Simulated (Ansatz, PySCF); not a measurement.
methane (CH₄), SMILES C.

Geometry: PBE0-D3(BJ)/def2-TZVPD.

Vertical ionisation energy (IE) and electron affinity (EA) in eV. Rows of orbital energies are one-electron estimates. Where ΔSCF, EOM or ADC give a negative EA the extra electron is unbound and the value depends on the basis.

| level | IE | EA |
|---|---|---|
| −ε(HOMO), −ε(LUMO), ωB97X/def2-TZVPD (PySCF) | 13.58 | -2.26 |
| −ε(HOMO), −ε(LUMO), PBE0/def2-TZVPD (PySCF) | 10.98 | -0.57 |
| −ε(HOMO), −ε(LUMO), PBE/def2-TZVPD (PySCF) | 9.44 | 0.00 |
| EOM-CCSD/aug-cc-pVDZ (PySCF) | 14.25 | -0.83 |
| ΔSCF, ωB97X-V/def2-TZVPD (Ansatz), final states of multiplicity 2 and 2 | 14.19 | -1.88 |
| ΔSCF, PBE/def2-TZVPD (Ansatz), final states of multiplicity 2 and 2 | … | … |

Problem. Some entries are withheld; supply them. (An estimate is asked for; the answer gives what the named calculation found.)

Solution. 
- ΔSCF, PBE/def2-TZVPD (Ansatz, a quantum-chemistry and plane-wave program), final states of multiplicity 2 and 2, IE: 13.95
- ΔSCF, PBE/def2-TZVPD (Ansatz), final states of multiplicity 2 and 2, EA: -1.51

Problem. What vertical singlet–triplet gap does ΔSCF give with ωB97X-V/def2-TZVPD (Ansatz) and with PBE/def2-TZVPD (Ansatz)? (The exact figures need the calculation; the answer reports its results.)

Solution. 10.50 and 9.88 eV (triplet above singlet where positive).
